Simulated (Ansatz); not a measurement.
P (model structure, started from the beta-Sn type, I4₁/amd, No. 141, 2 atoms in the cell): properties by level of theory

| level (code) | equilibrium lattice constant a (Å) | lattice parameter c (Å) |
|---|---|---|
| PBE (Ansatz) | 4.886 | 2.522 |
| PBEsol (Ansatz) | 4.831 | 2.487 |
| PBE-D3(BJ) (Ansatz) | 4.806 | 2.474 |
| r²SCAN (Ansatz) | 4.887 | 2.512 |

Ansatz's density-functional and Hartree–Fock values are scalar-relativistic unless marked +SOC, with PAW data made under PBE.

A model structure was made by putting elements into a prototype or built by hand; it is no filed structure, need not be a known phase, and can be a saddle point held by its symmetry.

Ansatz is a program for electronic structure.
